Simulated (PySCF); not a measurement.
propyne (C₃H₄), SMILES C#CC.

The structure is a stationary point at ωB97X-D3(BJ)/def2-TZVP.

The numbers are results of PBE/def2-TZVPD run with PySCF, not measurements.

Symmetry labels are those of the subgroup Cs that the program uses (full group C3v).

**Question.** List the valence orbital energies around the gap with their symmetry. (Estimate from the structure and the level; the computed values follow.)

**Answer.** 
```tsv
orbital	symmetry	energy (eV)
HOMO−7	A'	-19.30
HOMO−6	A'	-17.29
HOMO−5	A'	-12.91
HOMO−4	A'	-11.07
HOMO−3	A"	-10.60
HOMO−2	A'	-10.60
HOMO−1	A'	-6.52
HOMO	A"	-6.52
LUMO	A'	-0.18
LUMO+1	A"	0.20
LUMO+2	A'	0.20
LUMO+3	A'	0.76
```
